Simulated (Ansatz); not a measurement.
Results of PBEsol (PAW; Ansatz, an electronic-structure program) for antiferromagnetic bcc Cr.

The run printed, among other lines:

```
Crystal: 2 atoms, lattice volume = 24.010 Å³
Basis set: ecut = 520 eV, 619 PW (Γ), exchange–correlation on 48×48×48 points (8 copies of the dense FFT grid, shifted against one another)
Bands: 20, of which v1, the nominal top of the filled ones, is band 14 counted from 1 (13 counted from 0)
Symmetry: 48 space group operations
Space group: Pm-3m (ITA 221), of the structure as read, at distance tolerance 2.9e-5 Å
k-points: 286 of 8000
Initial density: superposition of atomic densities (chi_scale 0.1, normalization cell)
Functional: x = pbesol(κ = 0.804, μ = 0.12345679012345678), c = pbesol(β = 0.046)
SCF 1 converged in 11 iterations: F = -6698.320287 eV  dr2 = 2.71e-11
SCF converged after 11 iterations
Magnetization: 0.0000 μB (14.0000 up, 14.0000 down)
Free energy (F): -6698.320287 eV
Internal energy: -6698.314592 eV  (E = F + TS)
E sigma→0 (E₀):  -6698.317440 eV
Fermi energy:    18.398316 eV
--- Forces (eV/Å), atoms counted from 1 ---
  atom   1  Cr    -0.00000000    -0.00000000    -0.00000000
  atom   2  Cr     0.00000000    -0.00000000     0.00000000
--- Stress (GPa, compression-positive) ---
      -13.446694       0.000000       0.000000
        0.000000     -13.446694       0.000000
        0.000000       0.000000     -13.446694
  P = ⅓ Tr σ = -13.4467 GPa (-134.467 kbar)
```

Problem. Write an input file that could have produced this run (the log leaves some choices open).

Solution. This is not unique; one that fits is 
Ansatz 0.2 input:
```yaml
crystal:
  lattice:
    - [2.8849, 0.0, 0.0]
    - [0.0, 2.8849, 0.0]
    - [0.0, 0.0, 2.8849]
  atoms:
    - { symbol: Cr, position: [0.0, 0.0, 0.0], spin: 1.5 }
    - { symbol: Cr, position: [0.5, 0.5, 0.5], spin: -1.5 }
basis:
  ecutwfc: 520
  ecutrho_ratio: 4
  xc_grid: 2
kpoints:
  mp_grid: { grid: [20, 20, 20] }
hamiltonian:
  xc: pbesol
  dispersion: none
  pseudopotentials: { kind: paw }
scf:
  occupations: { method: fermi_dirac, width: 0.05 }
  convergence: { dr2_threshold: 0.0000000002 }
output:
  forces: true
  stress: true
  eigenvalues: true
magnetization:
  spin_polarized: true
```

The PAW data were made under PBE.

The run is spin-polarised with opposed starting moments, which need not be the measured order.

Note: the commensurate order stands in for chromium's spin-density wave, and the size of the moments varies much between levels. Note: cell and atoms aren't relaxed at this level (pressure -13.4 GPa).

Computing time: very roughly 21 core-seconds.
